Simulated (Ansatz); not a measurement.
Born–Oppenheimer molecular dynamics of AlBClH$_{3}$ (6 atoms, charge 0, multiplicity 1). It starts from a relaxed structure.

Computed with RKS PBE0-D4/def2-SVP in Ansatz 0.2.0.

```yaml
ensemble: NVE (velocity Verlet)
time_step: 1 fs
steps_asked: 150
starting_velocities_drawn_for: 300 K
seed: 192639
```

First frame:

```xyz
6
Properties=species:S:1:pos:R:3
Al -0.702 0.448 -0.645
B 0.871 -0.301 0.576
Cl 0.533 -1.771 1.487
H -0.865 -0.043 -2.155
H -1.780 1.463 -0.052
H 1.985 0.140 0.744
```

(1) How far do the bonds stretch over the last three quarters of this one trajectory? (Pairs bonded in most of those frames.)

Answers

(1) 
| bond | mean (Å) | spread (Å) | shortest | longest |
| --- | --- | --- | --- | --- |
| Al1–B2 | 2.126 | 0.043 | 2.07 | 2.21 |
| Al1–H4 | 1.603 | 0.031 | 1.55 | 1.65 |
| Al1–H5 | 1.598 | 0.020 | 1.56 | 1.63 |
| B2–Cl3 | 1.756 | 0.025 | 1.70 | 1.80 |
| B2–H6 | 1.213 | 0.011 | 1.20 | 1.23 |

Mean temperature of the second half: 151 K. The conserved energy stayed within 0.16 meV per atom of its start (net change 0.073 meV per atom), so the integration is sound. Over the second half the temperature averaged 0.50 of the 300 K drawn at the start: a run that starts near a minimum puts about half its kinetic energy into the potential. A run of 0.15 ps of so small a system gives no equilibrium averages.

Run time: 4.8 min on 1 thread of Arm Neoverse N1 (shared host), peak memory 0.1 GiB.
